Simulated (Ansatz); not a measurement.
## Molecular dynamics, step by step

LiSiNH4 (SMILES [Li][NH][SiH3]), singlet, B3LYP-D4/def2-SVP (Ansatz 0.2.0). Settings (timestep in fs, temperature in K; T counts 15 degrees of freedom):

```yaml
hamiltonian: {xc: {name: B3LYP}, dispersion: d4}
md: {n_steps: 80, timestep: 0.25, temperature: 200, ensemble: nvt_nose_hoover, seed: 792, initial_velocities: maxwell_boltzmann}
```

Start (the SMILES describes the start alone):

```
atom    x (Å)    y (Å)    z (Å)
 Li1  -1.9558  -1.3053   0.8184
  N2  -0.5250  -0.8284  -0.0724
 Si3   0.4482   0.5677  -0.0253
  H4  -0.1453  -1.4669  -0.7674
  H5   0.5051   1.3039  -1.3040
  H6  -0.1806   1.4236   1.0067
  H7   1.8534   0.3054   0.3439
```

```csv
step,time (fs),potential energy less the start (meV),kinetic energy (meV),T (K)
0,0.00,0.0,129.3,200
5,1.25,-4.0,133.3,206
10,2.50,16.7,112.7,174
15,3.75,18.5,110.9,172
20,5.00,10.2,119.1,184
25,6.25,34.0,95.4,148
30,7.50,63.8,65.8,102
35,8.75,33.6,95.8,148
40,10.00,2.9,126.5,196
45,11.25,28.2,101.3,157
50,12.50,60.5,69.2,107
55,13.75,51.6,78.0,121
60,15.00,25.6,104.0,161
65,16.25,31.5,98.2,152
70,17.50,34.4,95.6,148
75,18.75,3.2,126.6,196
80,20.00,8.7,121.3,188
```

Step 5, positions (Å) and forces (eV/Å):

```csv
atom,x,y,z,Fx,Fy,Fz
Li1,-1.956,-1.309,0.822,0.098,0.094,-0.025
N2,-0.527,-0.828,-0.071,0.099,-1.166,-0.855
Si3,0.449,0.568,-0.027,-0.508,-0.238,0.204
H4,-0.141,-1.486,-0.795,-0.421,0.573,0.702
H5,0.514,1.313,-1.320,0.105,0.295,-0.116
H6,-0.175,1.432,1.028,0.101,0.317,0.006
H7,1.847,0.306,0.383,0.526,0.125,0.085
```

Step 15, positions (Å) and forces (eV/Å):

```json
{"atom": "Li1", "x": "-1.957", "y": "-1.315", "z": "0.828", "Fx": "0.108", "Fy": "0.103", "Fz": "-0.028"}
{"atom": "N2", "x": "-0.531", "y": "-0.830", "z": "-0.073", "Fx": "0.328", "Fy": "-1.210", "Fz": "-1.203"}
{"atom": "Si3", "x": "0.450", "y": "0.569", "z": "-0.031", "Fx": "-0.245", "Fy": "0.176", "Fz": "0.464"}
{"atom": "H4", "x": "-0.153", "y": "-1.495", "z": "-0.815", "Fx": "-0.543", "Fy": "0.880", "Fz": "1.026"}
{"atom": "H5", "x": "0.536", "y": "1.341", "z": "-1.353", "Fx": "0.085", "Fy": "-0.083", "Fz": "0.456"}
{"atom": "H6", "x": "-0.157", "y": "1.459", "z": "1.066", "Fx": "0.191", "Fy": "-0.042", "Fz": "-0.484"}
{"atom": "H7", "x": "1.855", "y": "0.312", "z": "0.461", "Fx": "0.076", "Fy": "0.176", "Fz": "-0.230"}
```

Step 35, positions (Å) and forces (eV/Å):

```tsv
atom	x	y	z	Fx	Fy	Fz
Li1	-1.954	-1.324	0.841	0.111	0.129	-0.011
N2	-0.538	-0.842	-0.082	-0.361	1.094	0.784
Si3	0.450	0.572	-0.034	0.242	-0.068	0.875
H4	-0.215	-1.461	-0.791	0.479	-0.890	-1.006
H5	0.593	1.372	-1.331	0.014	-0.237	0.368
H6	-0.095	1.500	1.051	-0.132	-0.084	-0.426
H7	1.863	0.355	0.562	-0.353	0.056	-0.584
```

Last step (80):

Li1  (-1.936, -1.331, 0.866)
N2  (-0.553, -0.843, -0.104)
Si3  (0.453, 0.568, -0.019)
H4  (-0.244, -1.480, -0.863)
H5  (0.721, 1.377, -1.309)
H6  (-0.191, 1.632, 0.899)
H7  (1.874, 0.395, 0.485)
(Å)

The run took about 74 s on 2 CPU threads of an Arm Neoverse V2 (shared host).
